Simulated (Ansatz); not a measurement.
# Cl2Si: the cost of one run

Program: Ansatz 0.2.0, Gaussian basis. Level of theory: single points in def2-TZVPP. These are calculated values, not measurements.

Cores are frozen in the correlated methods.

1 further run of the same task is left out (it didn't finish).

**1. The system as given**

SMILES `Cl[Si]Cl`, 3 atoms, charge 0, spin multiplicity 1.

Atoms are counted from 1 here; the program's logs count them from 0.

Bond lengths: Cl1–Si2 2.265 Å, Si2–Cl3 2.251 Å. Angles: Cl1–Si2–Cl3 106.8°.

As a file:

```
Cl    0.38770    1.80245    0.39886
Si   -0.75592    0.06260   -0.49355
Cl    0.37142   -1.80684    0.05708
```

**2. PBE-D4/def2-TZVPP**

run/in.yaml

```yaml
crystal:
  periodic: [false, false, false]
  atoms:
    - {symbol: Cl, position_ang: [0.387701, 1.802451, 0.398855]}
    - {symbol: Si, position_ang: [-0.755923, 0.062596, -0.493546]}
    - {symbol: Cl, position_ang: [0.371418, -1.806839, 0.057077]}
basis:
  gaussian: {orbitals: def2-TZVPP}
hamiltonian: {xc: pbe, dispersion: d4}
output: {forces: true}
```

Launch:

```console
> ansatz run in.yaml --threads 2 --pin off --events-out ev --progress --plain --max-ram 3481MiB
```

**Question.** How long does this run take on 2 threads of Arm Neoverse V1, shared host, and how much memory does it need?

About 1.1 s, with a peak of 0.14 GiB.
